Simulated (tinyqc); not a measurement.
Worked calculation: MP2 on RHF in the sto-6g basis, frozen core, for NH3, spin multiplicity 1. One step of it, computed by the program tinyqc.

Question. Orthogonalisation. S = U s U^T; canonical form X = U s^(-1/2), so that X^T S X = 1. Each column of U has its largest component positive (the first on a tie).

overlap S, lower triangle:
```
           1N 1s     1N 2s     1N 2px     1N 2py     1N 2pz     2H 1s     3H 1s     4H 1s
1N 1s   1.000000
1N 2s   0.229416  1.000000
1N 2px  0.000000  0.000000   1.000000
1N 2py  0.000000  0.000000   0.000000   1.000000
1N 2pz  0.000000  0.000000   0.000000   0.000000   1.000000
2H 1s   0.043832  0.413553   0.346101   0.000000  -0.176596  1.000000
3H 1s   0.043785  0.413286  -0.173067   0.299578  -0.176441  0.170401  1.000000
4H 1s   0.043785  0.413286  -0.173067  -0.299578  -0.176441  0.170401  0.170387  1.000000
```

Give: eigenvalues of S; X.

Answer.

eigenvalues of S: 0.3512  0.4824  0.4827  0.9054  1.0798  1.3470  1.3472  2.0044

X:
```
              1        2        3        4        5        6        7        8
1N 1s   -0.3154   0.0004   0.0000   0.7455   0.6279   0.0000   0.0000   0.1343
1N 2s    1.2257  -0.0010   0.0000  -0.2389   0.2747   0.0000   0.0000   0.4114
1N 2px   0.0009   0.9123   0.0000  -0.0001   0.0000   0.0000   0.6665   0.0000
1N 2py   0.0000   0.0000   0.9120   0.0000   0.0000   0.6666   0.0000   0.0000
1N 2pz  -0.4757   0.0003   0.0000  -0.6698   0.6537   0.0000   0.0000  -0.1625
2H 1s   -0.5841  -0.9089   0.0000  -0.1197  -0.0985   0.0000   0.4456   0.3084
3H 1s   -0.5823   0.4553  -0.7874  -0.1197  -0.0985   0.3860  -0.2230   0.3083
4H 1s   -0.5823   0.4553   0.7874  -0.1197  -0.0985  -0.3860  -0.2230   0.3083
```
